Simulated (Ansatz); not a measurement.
Input file:

```yaml
crystal:
  periodic: [false, false, false]
  atoms:
    - {symbol: P, position_ang: [0.000000, -0.060825, 0.000000]}
    - {symbol: H, position_ang: [0.000000, 0.934570, -1.025556]}
    - {symbol: H, position_ang: [0.000000, 0.934568, 1.025558]}
basis:
  gaussian: {orbitals: cc-pVDZ}
total_charge: 1
magnetization: {spin_polarized: true, initial_magnetization: 2}
correlation: {method: ccsdt_q, electrons: outside_noble_gas}
```

```sh
$ ansatz run in.yaml --threads 1 --pin off --events-out ev --progress --plain --max-ram 2393MiB
```

Log:

```
511 factors; integrals over basis functions are off by at most 1.4e-7 eV
mean field evaluation 1: about -9292.3542 eV, gradient 6.8e0 eV
mean field evaluation 2: about -9292.3563 eV, gradient 6.8e0 eV
mean field evaluation 4: about -9292.8672 eV, gradient 7.0e-1 eV
mean field evaluation 8: about -9292.8783 eV, gradient 5.8e-2 eV
mean field evaluation 16: about -9292.8756 eV, gradient 2.6e-1 eV
mean field evaluation 32: about -9289.9371 eV, gradient 1.0e-1 eV
mean field -9292.87846581 eV, -341.5069846792 hartree, gradient 1.1e-6 eV, S^2 2.005117; 1 other end points of the search recorded, 0 dependent functions left out
determinant -9292.87846581 eV, -341.5069846792 hartree, with singles and doubles -9295.73854249 eV, -341.6120905586 hartree
determinant -9289.93696071 eV, -341.3988863607 hartree, with singles and doubles -9293.05621309 eV, -341.5135167712 hartree
5 core orbitals not correlated: weight in the atoms' cores, before any rotation towards them, 1.000 or more for the frozen orbitals, at most 0.000 for the correlated occupied ones
reference -9292.87846581 eV, -341.5069846792 hartree; 4, 2 occupied and 19, 21 virtual orbitals, 511 factors
second order -2.22523819 eV of doubles, -0.00000000 eV of singles
cycle   1  -2.67022796 eV  change   -4.4e-1 eV  update   5.4e-2
cycle   2  -2.91553427 eV  change   -2.5e-1 eV  update   2.4e-2
cycle   3  -2.93651060 eV  change   -2.1e-2 eV  update   8.3e-3
cycle   4  -2.94134252 eV  change   -4.8e-3 eV  update   3.6e-3
cycle   5  -2.94064793 eV  change    6.9e-4 eV  update   1.4e-3
cycle   6  -2.94097896 eV  change   -3.3e-4 eV  update   4.0e-4
cycle   7  -2.94126802 eV  change   -2.9e-4 eV  update   1.6e-4
cycle   8  -2.94123088 eV  change    3.7e-5 eV  update   6.3e-5
cycle   9  -2.94119311 eV  change    3.8e-5 eV  update   2.3e-5
cycle  10  -2.94121157 eV  change   -1.8e-5 eV  update   8.9e-6
cycle  11  -2.94121279 eV  change   -1.2e-6 eV  update   3.7e-6
cycle  12  -2.94121237 eV  change    4.2e-7 eV  update   1.8e-6
cycle  13  -2.94121044 eV  change    1.9e-6 eV  update   7.1e-7
cycle  14  -2.94121084 eV  change   -3.9e-7 eV  update   2.9e-7
perturbative correction -0.00119597 eV, -0.0000439509 hartree
Total energy: -9295.82087261 eV, -341.6151161348 hartree
```

For the same geometry and basis full CI lies 0.4 meV higher.

Ran on 1 thread of Intel Xeon 6975P-C, shared host: 1.7 s wall, 0.12 GiB peak host memory.
